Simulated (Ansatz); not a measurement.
# BH6SSi: the cost of one run

The runs use Ansatz 0.2.0, Gaussian basis; BHLYP-D4/def2-SVP.

### 1 Where the work starts

SMILES `B[SiH2][SH2+]`, 9 atoms, charge 1, spin multiplicity 1.

Atoms are counted from 1 here; the program's logs count them from 0.

Bond lengths: B1–Si2 1.954 Å, B1–H4 1.168 Å, B1–H5 1.167 Å, Si2–H6 1.465 Å, Si2–H7 1.468 Å, S3–H8 1.335 Å, S3–H9 1.334 Å. Angles: Si2–B1–H4 122.0°, Si2–B1–H5 120.3°, H4–B1–H5 117.7°, B1–Si2–H6 125.2°, B1–Si2–H7 122.9°, H6–Si2–H7 107.3°, H8–S3–H9 93.0°.

As a file:

```
B    -1.1892    0.7191   -1.2709
Si    0.4508    0.6149   -0.2142
S     0.0207   -1.1221    1.4923
H    -1.9749   -0.1454   -1.2806
H    -1.4076    1.6587   -1.9280
H     0.8611    1.5823    0.8067
H     1.6662   -0.0541   -0.6939
H     0.4423   -2.2203    0.8616
H     1.1307   -1.0332    2.2269
```

### 2 Dynamics

Input file md/in.yaml:

```yaml
crystal:
  periodic: [false, false, false]
  atoms:
    - {symbol: B, position_ang: [-1.189200, 0.719100, -1.270850]}
    - {symbol: Si, position_ang: [0.450790, 0.614900, -0.214170]}
    - {symbol: S, position_ang: [0.020700, -1.122120, 1.492270]}
    - {symbol: H, position_ang: [-1.974930, -0.145380, -1.280610]}
    - {symbol: H, position_ang: [-1.407590, 1.658670, -1.927960]}
    - {symbol: H, position_ang: [0.861080, 1.582340, 0.806660]}
    - {symbol: H, position_ang: [1.666180, -0.054060, -0.693860]}
    - {symbol: H, position_ang: [0.442270, -2.220280, 0.861590]}
    - {symbol: H, position_ang: [1.130690, -1.033190, 2.226930]}
basis:
  gaussian: {orbitals: def2-SVP}
total_charge: 1
hamiltonian: {xc: {name: BHLYP}, dispersion: d4}
md: {n_steps: 40, timestep: 1.0, temperature: 100, ensemble: nve, seed: 349, initial_velocities: maxwell_boltzmann}
```

On the command line:

```
$ ansatz run in.yaml --threads 2 --pin off --events-out ev --progress --plain --max-ram 3481MiB
```

**Question.** How long does this run take on 2 threads of Arm Neoverse V2, shared host, and how much memory does it need?

About 55 s, with a peak of 0.15 GiB.
